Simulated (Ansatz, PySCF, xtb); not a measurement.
Bonds broken one at a time in the series allyl-X. Isolated molecules, 0 K electronic values unless said otherwise. One relaxed conformer stands for each flexible species; it need not be the lowest. Strings in code marks are SMILES.

Quantity: homolytic bond dissociation enthalpy at 298 K (no spin–orbit term), in eV. Enthalpy corrections at 298 K come from GFN2-xTB frequencies (xtb).

Level 1: frozen-core CCSD(T)/cc-pVTZ // PBE0-D4/def2-TZVP (Ansatz, an electronic-structure program)
Level 2: frozen-core MP2/cc-pVTZ // PBE0-D4/def2-TZVP (Ansatz)
Level 3: BP86/6-31G* // PBE0-D4/def2-TZVP (PySCF)
Level 4: M06-2X/6-31G* // PBE0-D4/def2-TZVP (PySCF)

```json
[
 {"species": "C–C bond of `C=CCCO`, giving `[CH2]C=C` and `[CH2]O`", "level 1": "3.16", "level 2": "3.61", "level 3": "[?]", "level 4": "3.41"},
 {"species": "C–Si bond of `C=CC[SiH3]` (C–C–C–Si torsion 106°), giving `[CH2]C=C` and `[SiH3]`", "level 1": "[?]", "level 2": "3.43", "level 3": "2.80", "level 4": "3.13"},
 {"species": "C–O bond of `C=CCOC` (C–C–C–O torsion -130°, C–C–O–C torsion -177°), giving `C[O]` and `[CH2]C=C`", "level 1": "[?]", "level 2": "3.60", "level 3": "2.77", "level 4": "3.18"}
]
```

Task: Fill in the missing entries.

Result: 
- C–C bond of `C=CCCO`, giving `[CH2]C=C` and `[CH2]O`, level 3: 2.96
- C–Si bond of `C=CC[SiH3]` (C–C–C–Si torsion 106°), giving `[CH2]C=C` and `[SiH3]`, level 1: 3.05
- C–O bond of `C=CCOC` (C–C–C–O torsion -130°, C–C–O–C torsion -177°), giving `C[O]` and `[CH2]C=C`, level 1: 2.99
